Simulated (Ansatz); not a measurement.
## HN–NH⁺, quartet: the ladder up to UCCSDT(Q)

Geometry: that of the HN–NH, triplet, kept fixed.

```yaml
atoms:
  - { symbol: N, position_ang: [0.0000, -0.1683, 0.6052] }
  - { symbol: N, position_ang: [0.0000, 0.1683, -0.6052] }
  - { symbol: H, position_ang: [0.0000, 0.5334, 1.3366] }
  - { symbol: H, position_ang: [0.0000, -0.5334, -1.3366] }
```

Basis cc-pVTZ; Ansatz 0.2.0. Only valence electrons are correlated (noble-gas cores frozen), which leaves 11 electrons in 86 orbitals. Prefix R: restricted or restricted open-shell reference; prefix U: unrestricted. Active spaces: valence = (11e, 10o) chosen from the atoms' valence shells.

Full CI isn't at hand for all of this; UCCSDT(Q) serves as the reference, and is uncertain by the last step of the cluster series or more. The frozen core follows each run's orbitals, which can shift R against U totals by a few meV.

The UHF ⟨S²⟩ is 3.781 and the T1 diagnostic (RCCSD) is 0.0183. The largest doubles amplitude (RCCSD) is 0.039 and the T1 diagnostic (UCCSD) is 0.0121.

```json
{"level": "RHF", "E − E(UCCSDT(Q)) (kcal/mol)": "221.93", "share of correlation (%)": "0.00", "wall time": "–"}
{"level": "UHF", "E − E(UCCSDT(Q)) (kcal/mol)": "211.67", "share of correlation (%)": "4.62", "wall time": "–"}
{"level": "RMP2", "E − E(UCCSDT(Q)) (kcal/mol)": "21.55", "share of correlation (%)": "90.29", "wall time": "–"}
{"level": "UMP2", "E − E(UCCSDT(Q)) (kcal/mol)": "24.41", "share of correlation (%)": "89.00", "wall time": "–"}
{"level": "RCCSD", "E − E(UCCSDT(Q)) (kcal/mol)": "7.70", "share of correlation (%)": "96.53", "wall time": "–"}
{"level": "UCCSD", "E − E(UCCSDT(Q)) (kcal/mol)": "7.34", "share of correlation (%)": "96.69", "wall time": "–"}
{"level": "RCCSD(T)", "E − E(UCCSDT(Q)) (kcal/mol)": "0.79", "share of correlation (%)": "99.65", "wall time": "4.4 s (H100)"}
{"level": "UCCSD(T)", "E − E(UCCSDT(Q)) (kcal/mol)": "0.73", "share of correlation (%)": "99.67", "wall time": "8 s (H100)"}
{"level": "BCCD(T)", "E − E(UCCSDT(Q)) (kcal/mol)": "0.79", "share of correlation (%)": "99.64", "wall time": "2.7 s (H100)"}
{"level": "RCCSDT", "E − E(UCCSDT(Q)) (kcal/mol)": "0.40", "share of correlation (%)": "99.82", "wall time": "–"}
{"level": "UCCSDT", "E − E(UCCSDT(Q)) (kcal/mol)": "0.29", "share of correlation (%)": "99.87", "wall time": "–"}
{"level": "RCCSDT(Q)", "E − E(UCCSDT(Q)) (kcal/mol)": "0.08", "share of correlation (%)": "99.96", "wall time": "14 s (H100)"}
{"level": "CASSCF (valence space)", "E − E(UCCSDT(Q)) (kcal/mol)": "165.52", "share of correlation (%)": "25.42", "wall time": "–"}
{"level": "NEVPT2 (valence space)", "E − E(UCCSDT(Q)) (kcal/mol)": "26.37", "share of correlation (%)": "88.12", "wall time": "4 s (H100)"}
{"level": "MRCISD (valence space)", "E − E(UCCSDT(Q)) (kcal/mol)": "11.53", "share of correlation (%)": "94.80", "wall time": "–"}
{"level": "MRCISD+Q (valence space)", "E − E(UCCSDT(Q)) (kcal/mol)": "1.88", "share of correlation (%)": "99.15", "wall time": "6 s (H100)"}
```

The correlation energy at UCCSDT(Q), counted from RHF, is -9.624 eV. That run took 11 s on 2 threads of AMD EPYC 7R13 with a shared H100 80 GB, shared host.

Times hold each run's SCF and search for its determinant on a shared host, so for small cases they say little of a method's own cost. Some runs computed forces too.

Natural occupations of CASSCF (valence space) about the gap: 1.983 1.978 1.972 1.010 1.003 0.998 0.029 0.021 0.020; effectively unpaired electrons, Σ n²(2−n)², 3.01.
